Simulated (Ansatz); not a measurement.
# AlH₄+ (singlet): wave-function methods side by side at distance Al1–H5 = 2.132 Å, cc-pVDZ

An exercise on one series of results from a longer session: the logs are not shown, and one member is left open.

Program: Ansatz 0.2.0, Gaussian basis. Level of theory: cc-pVDZ, core rule «outside noble gas», up to 5 orbitals frozen. These are calculated values, not measurements.

The runs, in order: UHF; CCSD(T) on RHF; CCSD(T) on UHF; BCCD(T) on RHF; CISD; CCSDT(Q) on RHF; CCSDT(Q) on UHF; CASSCF and MRCISD+Q, 2 electrons in 2 orbitals; CASSCF and NEVPT2, 2 electrons in 2 orbitals; Full CI.

47 further runs of the same task are left out: 33 for a known fault of the program, 9 that didn't finish, 5 set aside as unsound or not needed.

### The system

The geometry derives from a PBE0/def2-TZVP stationary point (not a proven minimum). One bond is set to the value named and the two fragments are kept rigid.

5 atoms, charge 1, spin multiplicity 1.

Atoms are counted from 1 here; the program's logs count them from 0.

Bond lengths: Al1–H4 1.552 Å, H2–H3 0.770 Å.

The first run:

Input file in.yaml:

```yaml
crystal:
  periodic: [false, false, false]
  atoms:
    - {symbol: Al, position_ang: [0.000000, 0.018665, -0.115994]}
    - {symbol: H, position_ang: [0.000000, -0.366128, 1.925056]}
    - {symbol: H, position_ang: [-0.000001, 0.403458, 1.925056]}
    - {symbol: H, position_ang: [-0.000002, 1.555600, -0.332145]}
    - {symbol: H, position_ang: [0.000003, -2.092559, -0.412913]}
basis:
  gaussian: {orbitals: cc-pVDZ}
total_charge: 1
magnetization: {spin_polarized: true, initial_magnetization: 0}
hamiltonian: {xc: hf}
output: {orbitals: {seedname: orbitals}}
```

Started as:

```sh
> ansatz run in.yaml --threads 1 --pin off --events-out ev --progress --plain --max-ram 2393MiB
```

Steps of the session up to this table: UHF; CCSD(T) on RHF; CCSD(T) on UHF; BCCD(T) on RHF; CISD; CCSDT(Q) on RHF; CCSDT(Q) on UHF; CASSCF and MRCISD+Q, 2 electrons in 2 orbitals; CASSCF and NEVPT2, 2 electrons in 2 orbitals; Full CI.

One of the session's tables, all rows but one given; the rest of the session is left out.

| method | from FCI (meV) |
| --- | --- |
| RHF | +3139.8 |
| UHF | +3132.9 |
| RMP2 | +872.1 |
| CISD | +204.7 |
| RCCSD | +56.2 |
| RCCSD(T) | +16.8 |
| BCCD(T) | +16.1 |
| RCCSDT | +2.1 |
| RCCSDT(Q) | +0.6 |
| CASSCF pair | ? |
| NEVPT2 pair | +642.8 |
| MRCISD pair | +94.9 |
| MRCISD+Q pair | -21.8 |
| FCI | 0 |

Q: Estimate the row for CASSCF pair from the others.

**Answer.** from FCI (meV): +2332.9. In the column «from FCI (meV)» it lies between RMP2 (+872.1) and UHF (+3132.9).

Not comparable, so not listed: CCSD(T) on UHF; CCSDT(Q) on UHF (they don't share determinant, frozen orbitals or solution with the rows shown, or repeat one).

Caveats from the session: MRCISD+Q pair falls below full CI: the +Q correction isn't variational, and the cores differ from full CI's.
